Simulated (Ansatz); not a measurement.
Geometry optimisation, RKS BLYP-D4/cc-pVDZ in Ansatz 0.2.0.

Input:

```yaml
crystal:
  periodic: [false, false, false]
  atoms:
    - { symbol: C, position_ang: [-0.9952, 1.4437, -0.3005] }
    - { symbol: S, position_ang: [0.7524, 1.3735, -0.156] }
    - { symbol: S, position_ang: [0.9364, -0.1172, 1.2281] }
    - { symbol: C, position_ang: [0.9579, -1.5959, 0.2109] }
    - { symbol: H, position_ang: [-1.4573, 0.5394, -0.6971] }
    - { symbol: H, position_ang: [-1.4984, 1.7639, 0.6462] }
    - { symbol: H, position_ang: [1.13467, 2.36418, -1.03738] }
    - { symbol: H, position_ang: [1.0391, -2.4694, 0.8465] }
    - { symbol: H, position_ang: [-0.0806, -1.6574, -0.2458] }
    - { symbol: H, position_ang: [1.6912, -1.6088, -0.5015] }
basis:
  gaussian: { orbitals: cc-pVDZ }
hamiltonian:
  xc: blyp
  dispersion: d4
relax:
  f_tol: 0.02
  max_steps: 50
```

Run as:

```bash
$ ansatz run input.yaml --threads 2 --pin off --max-ram 3072MiB --backend cpu --events-out ev --progress --plain --runs-dir out
```

Task: Where does it end, and by what steps?

Result: It converged. After 23 steps the energy has fallen by 2.847 eV; S3 moved furthest, 1.11 Å.

| step | energy less start (eV) | largest force component (eV/Å) | accepted |
| --- | --- | --- | --- |
| 0 | 0.0000 | 3.800 | yes |
| 1 | -0.8569 | 1.173 | yes |
| 2 | -1.3215 | 1.568 | yes |
| 3 | -1.8392 | 1.717 | yes |
| 4 | -2.2005 | 2.059 | yes |
| 5 | -2.5033 | 1.499 | yes |
| 6 | -2.7202 | 0.727 | yes |
| 7 | -2.7267 | 1.010 | yes |
| 8 | -2.8001 | 0.440 | yes |
| 9 | -2.8206 | 0.297 | yes |
| 10 | -2.8284 | 0.108 | yes |
| 11 | -2.8318 | 0.071 | yes |
| 12 | -2.8344 | 0.091 | yes |
| 13 | -2.8368 | 0.203 | yes |
| 14 | -2.8395 | 0.129 | yes |
| 15 | -2.8417 | 0.112 | yes |
| 16 | -2.8431 | 0.103 | yes |
| 17 | -2.8454 | 0.071 | yes |
| 18 | -2.8444 | 0.095 | no |
| 19 | -2.8465 | 0.042 | yes |
| 20 | -2.8468 | 0.042 | yes |
| 21 | -2.8472 | 0.046 | yes |
| 22 | -2.8472 | 0.030 | yes |
| 23 | -2.8473 | 0.019 | yes |

```xyz
10
Properties=species:S:1:pos:R:3
C -1.009 1.247 -0.265
S 0.475 1.713 0.380
S 2.009 -0.202 0.956
C 0.881 -1.450 0.237
H -1.088 0.815 -1.270
H -1.812 1.087 0.467
H 1.158 1.923 -0.790
H 0.703 -2.266 0.963
H -0.110 -0.964 0.028
H 1.273 -1.867 -0.712
```

Whether the end is a true minimum wasn't checked by a vibrational analysis.

The run took 15 s on 2 threads of AMD EPYC 9R45 96-Core Processor (Zen 5), with other jobs on the host, peak memory 0.16 GiB.
